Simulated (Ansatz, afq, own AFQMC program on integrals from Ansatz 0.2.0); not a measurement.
# SiH$_{2}$, singlet: AFQMC among the cluster methods

```yaml
atoms:
  - { symbol: Si, position_ang: [0.0000, -0.1125, 0.0419] }
  - { symbol: H, position_ang: [0.0000, 2.1788, -2.2982] }
  - { symbol: H, position_ang: [0.0000, 0.9548, 1.1319] }
```

Basis cc-pVDZ. Noble-gas cores (and the filled d shells of Ga–Kr and In–Xe) are frozen. AFQMC by an in-house program on the Cholesky factors that Ansatz 0.2.0 writes for its CCSD(T) run. ph-AFQMC/CISD is guided by a CISD state made of CCSD amplitudes; releasing the constraint for a short imaginary time cuts its bias at the price of noise, slowly where states lie close. Error bars are statistical, one sigma.

Determinant: UHF, the one that the program's search chose, which needn't be the lowest solution. The geometry is a point of a scan.

Full CI on the same integrals is exact in this basis and with this determinant's frozen core.

Cautions: strong correlation (T1 0.030, weight of the determinant 0.89, largest double 0.17); unrestricted determinant spin contaminated (⟨S²⟩ 0.97 against 0.00); CCSD(T) is in doubt: in a space of 6 electrons in 8 natural orbitals full CI lies 91 meV below it; the CCSDT(Q) amplitudes may be one of several solutions (largest double 0.71); the CCSDTQ amplitudes may be one of several solutions (largest double 0.77).

* T1 diagnostic: 0.0302
* weight of the determinant in the CISD state: 0.886
* ⟨S²⟩ of the determinant: 0.967
* size of the correlated space: 6 electrons in 23 orbitals

| level | correlation energy (eV) |
| --- | --- |
| MP2 | -1.7857 |
| CCSD | -2.4914 |
| CCSD(T) | -2.5546 |

Task: Estimate where AFQMC with the constraint released lies against CCSD(T) on the same integrals.

Result: 11.9 ± 0.2 kJ/mol below CCSD(T).

Reference: full CI, correlation energy -2.682 eV. The released energy is read at 2.40 1/Eh (meV from the phaseless value at times in 1/Eh: -4 ± 3 at 0.24, -6 ± 3 at 0.51, -9.7 ± 2.2 at 0.99, -12.9 ± 1.7 at 1.62, -13.1 ± 2.2 at 2.40). The cautions show a poor starting determinant, so the rows tell how each method copes with it here, and full CI is the sure value.

```csv
level,E − E(reference) (kJ/mol),share of correlation (%)
CCSD(T),12.3,95.26
CCSDT,1.6,99.37
CCSDT(Q),0.0,100.02
CCSDTQ,0.0,99.99
ph-AFQMC/CISD,1.6 ± 0.3,99.38
released AFQMC,0.3 ± 0.2,99.87
```

CCSDT and higher add their correlation energy to the determinant of the CCSD(T) run, since their own runs factorise the integrals more tightly (a shift of under 2 meV). A walk keeps the symmetry of its determinant, which the program's search chose and which needn't be the lowest solution, so a lower state of the same spin and another symmetry isn't excluded. Released energies are given only where the last usable release times agree within the noise; a slower fall can still hide under it.
